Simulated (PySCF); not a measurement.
Species: C₃H₆O₂S.
SMILES with atom numbers: `[CH2:1]=[CH:2][S:3]([CH3:4])(=[O:5])=[O:6]` (hydrogens: H7, H8 on C1; H9 on C2; H10, H11, H12 on C4)

The same species was optimised twice, with GFN2-xTB and with PBE0-D3(BJ)/def2-SVP (PySCF), and the same property calculations (PySCF, gas phase) were run on both structures.

| coordinate | GFN2-xTB | PBE0-D3(BJ)/def2-SVP | change |
| --- | --- | --- | --- |
| S3–C4 (Å) | 1.818 | 1.784 | -0.034 |
| S3=O5 (Å) | 1.437 | 1.461 | +0.024 |
| S3=O6 (Å) | 1.437 | 1.459 | +0.022 |
| C2–S3 (Å) | 1.798 | 1.778 | -0.020 |
| C1=C2 (Å) | 1.313 | 1.329 | +0.016 |
| O5–S3–O6 (°) | 118.4 | 121.2 | +2.8 |
| C2–S3–O6 (°) | 108.4 | 107.0 | -1.4 |
| C4–S3–O5 (°) | 108.5 | 107.5 | -1.0 |
| C2–S3–C4 (°) | 103.1 | 103.8 | +0.7 |
| C4–S3–O6 (°) | 108.4 | 107.7 | -0.7 |
| C2–S3–O5 (°) | 109.0 | 108.3 | -0.7 |
| C1–C2–S3 (°) | 119.5 | 119.3 | -0.2 |
| C1–C2–S3–C4 (°) | -111 | -115 | -4 |

Rotational constants: A = 4433, B = 2500, C = 2443 MHz (GFN2-xTB) against A = 4435, B = 2484, C = 2472 MHz (PBE0-D3(BJ)/def2-SVP). Point groups within 0.08 Å: C1 and C1.

On the GFN2-xTB structure: HOMO (eV) -8.37 [PBE0/pcSseg-1]; LUMO (eV) -1.16 [PBE0/pcSseg-1]; dipole (D) 4.66 [PBE0/pcSseg-1]; GIAO shielding of C1 (ppm) 51.3 [PBE0/pcSseg-1]; GIAO shielding of C2 (ppm) 37.3 [PBE0/pcSseg-1]; GIAO shielding of S3 (ppm) 215.8 [PBE0/pcSseg-1]; GIAO shielding of C4 (ppm) 138.1 [PBE0/pcSseg-1]; GIAO shielding of O5/O6 (mean) (ppm) 132.2 [PBE0/pcSseg-1].

What do these properties become on the PBE0-D3(BJ)/def2-SVP structure?

| property | level | on GFN2-xTB | on PBE0-D3(BJ)/def2-SVP | change |
| --- | --- | --- | --- | --- |
| HOMO (eV) | PBE0/pcSseg-1 | -8.37 | -8.35 | +0.02 |
| LUMO (eV) | PBE0/pcSseg-1 | -1.16 | -1.22 | -0.06 |
| dipole (D) | PBE0/pcSseg-1 | 4.66 | 4.58 | -0.08 |
| energy, GFN2-xTB geometry as zero (kcal/mol) | PBE0/pcSseg-1 | 0.0 | -2.3 | -2.3 |
| GIAO shielding of C1 (ppm) | PBE0/pcSseg-1 | 51.3 | 46.7 | -4.6 |
| GIAO shielding of C2 (ppm) | PBE0/pcSseg-1 | 37.3 | 36.3 | -1.0 |
| GIAO shielding of S3 (ppm) | PBE0/pcSseg-1 | 215.8 | 208.3 | -7.5 |
| GIAO shielding of C4 (ppm) | PBE0/pcSseg-1 | 138.1 | 138.3 | +0.2 |
| GIAO shielding of O5/O6 (mean) (ppm) | PBE0/pcSseg-1 | 132.2 | 124.3 | -7.9 |

The heavy atoms differ by 0.041 Å rms after alignment. Among bonds between heavy atoms S3–C4 changes most (-0.034 Å). Changes are differences of the printed values. Neither structure is proved a minimum here.

Shape of the structure used: `[CH2:1]=[CH:2][S:3]([CH3:4])(=[O:5])=[O:6]`: C1–C2–S3–C4 -115°.
